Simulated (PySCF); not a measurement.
# SiO2 (silicon dioxide molecule) at CISD/STO-6G

What is the vertical ionisation energy of SiO2 (silicon dioxide molecule) at CISD/STO-6G? 

The calculation is run with PySCF 2.14.0.

8 further runs of the same task are left out: 1 that didn't finish, 7 set aside as unsound or not needed.

## 1. The structure to begin with

The species is SiO2 (3 atoms), meant as a singlet with charge 0. SMILES: `O=[Si]=O`. The coordinates come from a GFN2-xTB relaxation.

Bond lengths: O1–Si2 1.491 Å, Si2–O3 1.491 Å. Angles: O1–Si2–O3 179.9°.

## 2. The energy at CISD/STO-6G

Contents of mol.xyz:

```xyz
3

O      0.691230     1.217290     0.513740
Si    -0.000730     0.000440    -0.000160
O     -0.690510    -1.217740    -0.513580
```

Contents of run.py:

```python
# O=[Si]=O
from pyscf import gto, ci

mol = gto.M(
    atom='mol.xyz',
    basis='sto-6g',
    verbose=4,
    max_memory=1860,
)

mf = mol.RHF()
mf.conv_tol = 1e-10
mf.kernel()
if not mf.converged:
    mf = mf.newton().run(mf.mo_coeff, mf.mo_occ)

cisd = ci.CISD(mf, frozen=7)
cisd.kernel()
e_tot = cisd.e_tot
print('Final energy', e_tot)
```

Launch:

```bash
OMP_NUM_THREADS=1 python run.py
```

Output:

```text
PySCF version 2.14.0

[INPUT] num. atoms = 3
[INPUT] num. electrons = 30
[INPUT] charge = 0
[INPUT] spin (= nelec alpha-beta = 2S) = 0
[INPUT] symmetry False subgroup None
[INPUT] Mole.unit = angstrom
[INPUT] Symbol           X                Y                Z      unit          X                Y                Z       unit  Magmom
[INPUT]  1 O      0.691230000000   1.217290000000   0.513740000000 AA    1.306235389083   2.300344714172   0.970827899234 Bohr   0.0
[INPUT]  2 Si    -0.000730000000   0.000440000000  -0.000160000000 AA   -0.001379500071   0.000831479495  -0.000302356180 Bohr   0.0
[INPUT]  3 O     -0.690510000000  -1.217740000000  -0.513580000000 AA   -1.304874786273  -2.301195090928  -0.970525543054 Bohr   0.0

nuclear repulsion = 90.84965725506
number of shells = 11
number of NR pGTOs = 114
number of NR cGTOs = 19
basis = sto-6g
ecp = {}

******** <class 'pyscf.scf.hf.RHF'> ********
method = RHF
initial guess = minao
damping factor = 0
level_shift factor = 0
DIIS = <class 'pyscf.scf.diis.CDIIS'>
diis_start_cycle = 1
diis_space = 8
diis_damp = 0
SCF conv_tol = 1e-10
SCF conv_tol_grad = None
SCF max_cycles = 50
direct_scf = True
direct_scf_tol = 1e-13
Set gradient conv threshold to 1e-05
Initial guess from minao.
init E= -436.992563332368
  HOMO = -0.452270187059644  LUMO = -0.0114319009426644  gap/eV = 11.99582
cycle= 1 E= -436.591512598316  delta_E= 0.401  |g|= 0.773  |ddm|= 2.77
  HOMO = -0.150170325065941  LUMO = 0.277660441846047  gap/eV = 11.64187
cycle= 2 E= -436.748418666497  delta_E= -0.157  |g|= 0.515  |ddm|= 1.91
  HOMO = -0.28735573598772  LUMO = 0.283643346837183  gap/eV = 15.53768
cycle= 3 E= -436.840588073373  delta_E= -0.0922  |g|= 0.0182  |ddm|= 0.692
  HOMO = -0.293107363488193  LUMO = 0.293549287529305  gap/eV = 15.96374
cycle= 4 E= -436.840802874808  delta_E= -0.000215  |g|= 0.00502  |ddm|= 0.0532
  HOMO = -0.292015986183115  LUMO = 0.29339808571835  gap/eV = 15.92993
cycle= 5 E= -436.840823864015  delta_E= -2.1e-05  |g|= 0.00202  |ddm|= 0.0143
  HOMO = -0.292138399591618  LUMO = 0.293540939061174  gap/eV = 15.93715
cycle= 6 E= -436.840828486819  delta_E= -4.62e-06  |g|= 0.000327  |ddm|= 0.0101
  HOMO = -0.292166051004894  LUMO = 0.293533665576257  gap/eV = 15.93770
cycle= 7 E= -436.840828519394  delta_E= -3.26e-08  |g|= 0.000176  |ddm|= 0.000691
  HOMO = -0.292182616040231  LUMO = 0.293528131710531  gap/eV = 15.93800
cycle= 8 E= -436.840828530495  delta_E= -1.11e-08  |g|= 1.11e-05  |ddm|= 0.000263
  HOMO = -0.292184218690905  LUMO = 0.293529634844425  gap/eV = 15.93809
cycle= 9 E= -436.840828530535  delta_E= -4e-11  |g|= 1e-06  |ddm|= 1.71e-05
  HOMO = -0.292184278452048  LUMO = 0.293529669976207  gap/eV = 15.93809
Extra cycle  E= -436.840828530536  delta_E= -1.36e-12  |g|= 6.7e-07  |ddm|= 2.89e-06
converged SCF energy = -436.840828530536

******** <class 'pyscf.ci.cisd.RCISD'> ********
CISD nocc = 8, nmo = 12
frozen orbitals 7
max_cycle = 50
direct = 0
conv_tol = 1e-09
max_cycle = 50
max_space = 12
lindep = 0
nroots = 1
Init t2, MP2 energy = -0.203093997092703
RCISD converged
E(RCISD) = -437.0210619384433  E_corr = -0.1802334079071706
Final energy -437.02106193844327
```

It took 0.99 s on 1 thread of Arm Neoverse V1, shared host; peak memory 0.11 GiB.

## 3. The doublet cation at the same level

Contents of calc.py:

```python
from pyscf import gto, scf, ci

mol = gto.M(
    atom=[
    ('O', (0.691230, 1.217290, 0.513740)),
    ('Si', (-0.000730, 0.000440, -0.000160)),
    ('O', (-0.690510, -1.217740, -0.513580)),
],
    verbose=3,
    max_memory=1860,
    charge=1,
    spin=1,
    basis='sto-6g',
)

myscf = scf.UHF(mol)
myscf.conv_tol = 1e-10
myscf.kernel()
if not myscf.converged:
    myscf = myscf.newton().run(myscf.mo_coeff, myscf.mo_occ)

cisd = ci.CISD(myscf, frozen=7)
cisd.kernel()
e_tot = cisd.e_tot
print('Final energy', e_tot)
```

Launch:

```bash
OMP_NUM_THREADS=1 python calc.py
```

Output:

```text
converged SCF energy = -436.652924357585  <S^2> = 1.2087367  2S+1 = 2.4155634
E(UCISD) = -436.802083278202  E_corr = -0.1491589206169357
Final energy -436.802083278202
```

Wall time 1 s (1 thread of Arm Neoverse V1, shared host); peak memory 0.1 GiB.

## 4. What came out

Level: CISD/STO-6G, 7 core orbitals frozen.

| quantity | value |
| --- | --- |
| singlet SiO2: total energy | -437.02106 Eh |
| singlet SiO2: dipole moment (Hartree–Fock density) | 0.01 D |
| singlet SiO2: HOMO energy (Hartree–Fock orbitals) | -7.95 eV |
| singlet SiO2: LUMO energy (Hartree–Fock orbitals) | 7.99 eV |
| singlet SiO2: HOMO–LUMO gap (Hartree–Fock orbitals) | 15.94 eV |
| singlet SiO2: correlation energy (7 core orbitals frozen) | -180.2 mEh |
| doublet cation: total energy | -436.80208 Eh |
| doublet cation: HOMO energy (Hartree–Fock orbitals) (highest over α and β) | -17.48 eV |
| doublet cation: LUMO energy (Hartree–Fock orbitals) (lowest over α and β) | -2.77 eV |
| doublet cation: correlation energy (7 core orbitals frozen) | -149.2 mEh |
| doublet cation: ⟨S²⟩ of the reference determinant | 1.209 |
| vertical ionisation energy (to the doublet cation) | 5.959 eV |

In words: Removing an electron at fixed nuclei costs 5.96 eV (137 kcal/mol). In a minimal basis such a difference can be off by several eV, whatever the method. ⟨S²⟩ (doublet cation) is 1.21 where a pure doublet has 0.75: the reference is spin-contaminated.
